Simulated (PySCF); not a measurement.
Reproducing measurements on CH2Cl2

**Measured values to compare with.**

From NIST CCCBDB Release 22 (SRD 101), experimental dipoles, for the gas: dipole moment (microwave Stark effect, vibrational ground state) 1.62 ± 0.02 D.

The runs below try to reproduce these values; the comparison stands at the end.

Compound: CH2Cl2.
Atom-mapped SMILES: `[Cl:1][CH2:2][Cl:3]` (hydrogens: H4, H5 on C2)

Geometry (PBE0-D3(BJ)/def2-SVP, Å), atoms numbered from 1 in this order:
```xyz
5
CH2Cl2 angstrom
Cl    -1.8015    0.8573    0.1796
C     -0.3282   -0.1184    0.2189
Cl     1.1516    0.8397    0.0897
H     -0.3026   -0.6623    1.1698
H     -0.3578   -0.8165   -0.6254
```

The PySCF runs (gas phase, on this PBE0-D3(BJ)/def2-SVP geometry; no spin–orbit coupling):

```
                             level                                                           job  basis functions  wall time
PBE0-D3(BJ)/def2-SVP, grid level 1  geometry optimisation from a GFN2-xTB start shaken at random               60      3.7 s
```

Hardware: an Intel Xeon 6975P-C with one thread, no GPU (shared host).

## Comparison

**Dipole moment.** Measured: 1.62 D (NIST CCCBDB Release 22 (SRD 101), experimental dipoles).

| level | computed (D) | computed − measured (D) | % (from the printed values) |
| --- | --- | --- | --- |
| PBE0-D3(BJ)/def2-SVP | 1.69 | +0.07 | +4 |

The computed dipoles belong to one fixed geometry; measured ones are averaged over vibrations unless marked μe. Magnitudes are compared, not signs.

No measured geometry was used, and the causes of the misses weren't examined.
